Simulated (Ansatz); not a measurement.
in.yaml

```yaml
crystal:
  periodic: [false, false, false]
  atoms:
    - {symbol: Al, position_ang: [0.000000, -0.104664, 0.617425]}
    - {symbol: N, position_ang: [0.000000, 0.107524, -1.289743]}
    - {symbol: H, position_ang: [0.000000, 1.307572, 1.394905]}
basis:
  gaussian: {orbitals: cc-pVDZ}
total_charge: 1
magnetization: {spin_polarized: true, initial_magnetization: 2}
hamiltonian: {xc: hf}
accuracy: high
scf: {lower_state_search: off}
output: {forces: true, orbitals: {seedname: orbitals}}
```

```sh
$ ansatz run in.yaml --threads 1 --pin off --events-out ev --progress --plain --max-ram 2393MiB
```

Log:

```
these checks for a lower state are left out or cut short: stability, starts, cluster_reference, orbital_swaps, neighbouring_geometries, increment
749 factors; integrals over basis functions are off by at most 3.2e-9 eV
mean field evaluation 1: about -8061.6365 eV, gradient 3.2e1 eV
mean field evaluation 2: about -8061.6403 eV, gradient 3.2e1 eV
mean field evaluation 4: about -8069.3117 eV, gradient 4.0e0 eV
mean field evaluation 8: about -8069.9523 eV, gradient 1.1e0 eV
mean field evaluation 16: about -8070.1561 eV, gradient 3.4e-3 eV
mean field -8070.15612849 eV, -296.5727675737 hartree, gradient 8.0e-8 eV, S^2 2.656785; 0 other end points of the search recorded, 0 dependent functions left out
the calculation of the forces begins
reference -8070.15612849 eV, -296.5727675737 hartree; 11, 9 occupied and 26, 28 virtual orbitals, 749 factors
Total energy: -8070.15612849 eV, -296.5727675737 hartree
Atom 0 at     0.000000    -0.104664     0.617425 Å, force    -0.000000     0.583174     2.230622 eV/Å
Atom 1 at     0.000000     0.107524    -1.289743 Å, force     0.000000     0.060088    -2.112784 eV/Å
Atom 2 at     0.000000     1.307572     1.394905 Å, force     0.000000    -0.643262    -0.117838 eV/Å
Dipole moment:     0.000000    -0.292879     0.324653 e Å
Checks for a lower state left out: stability, starts, cluster_reference, orbital_swaps, neighbouring_geometries, increment
```

Forces (eV/Å):
```
Al   0.000  0.583  2.231
N    0.000  0.060 -2.113
H    0.000 -0.643 -0.118
```

Ran on 1 thread of Arm Neoverse V1, shared host: 0.63 s wall, 0.17 GiB peak host memory.
